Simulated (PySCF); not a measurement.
Molecule: SMILES FF, F2.

Mapped SMILES: `[F:1][F:2]`.

Geometry PBE0-D3(BJ)/def2-SVP throughout; GIAO in PySCF 2.14.0 with density-fitted response routines, gas phase, one conformer, non-relativistic; equivalent atoms averaged; basis pcSseg-2.

**Question.** How do the absolute shieldings σ depend on the functional? (ppm; last column core-seconds on shared hosts with different chips, so compare them loosely)

**Answer.** 
| functional | kind | F1/F2 | core-s |
| --- | --- | --- | --- |
| HF | Hartree–Fock | -77.5 | 0.25 |
| LDA | LDA | -174.0 | 0.67 |
| PBE | GGA | -163.0 | 0.82 |
| BLYP | GGA | -169.7 | 0.8 |
| BP86 | GGA | -161.4 | 0.87 |
| OPBE | GGA | -152.0 | 0.95 |
| KT2 | GGA | -126.9 | 0.96 |
| KT3 | GGA | -136.4 | 0.96 |
| B97-D | GGA | -163.8 | 0.9 |
| B3LYP | global hybrid | -152.1 | 0.66 |
| PBE0 | global hybrid | -140.1 | 0.7 |
| mPW1PW91 | global hybrid | -142.7 | 0.69 |
| WP04 | global hybrid | -204.5 | 1.1 |
| B97-2 | global hybrid | -143.9 | 1.1 |
| BHandHLYP | global hybrid | -125.3 | 0.9 |
| CAM-B3LYP | range-separated hybrid | -142.7 | 1.2 |
| wB97X-D | range-separated hybrid | -143.6 | 0.65 |
| LC-wPBE | range-separated hybrid | -135.4 | 1.9 |

**Question.** What range do the values span?

**Answer.** F1/F2 (fluorine bonded to F): from -204.5 ppm with WP04 to -77.5 ppm with HF.
